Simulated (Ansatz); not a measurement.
PdS (P4₂/m, No. 84) was calculated with rVV10 in Ansatz (PAW).

Settings: plane-wave cutoff 520 eV, 10×10×8 k mesh (along the axes of the cell as run), Fermi–Dirac smearing 0.05 eV, scalar-relativistic PAW data made under PBE.

A third-order Birch–Murnaghan fit to the energies gives V0 = 18.131 Å³/atom, B0 = 109 GPa, B′ = 5.1.

| V (Å³/atom) | P (GPa) |
|---|---|
| 17.407 | ___ |
| 17.769 | ___ |
| 18.132 | 0.00 |
| 18.495 | ___ |
| 18.857 | -3.88 |

Estimate the withheld pressures from this fit; the answers are the runs' own values.


- 17.407, P (GPa): 4.95
- 17.769, P (GPa): 2.32
- 18.495, P (GPa): -2.06

The formula P = (3/2) B0 (x^(7/3) − x^(5/3)) [1 + (3/4)(B′ − 4)(x^(2/3) − 1)] with x = V0/V meets the computed pressures within 0.03 GPa when these rounded values are put in.

Shape and atoms are relaxed at each volume.

Note: the run has no spin polarisation, so it can have missed a magnetic state; the volume lies 6 % above that of the published cell; the bulk modulus comes from volumes at which shape and atoms were relaxed.

The computed numbers hold no vibrational or temperature effects.

Cost on a shared machine: about 110 core-minutes (a rough figure).

Ansatz is a first-principles code.
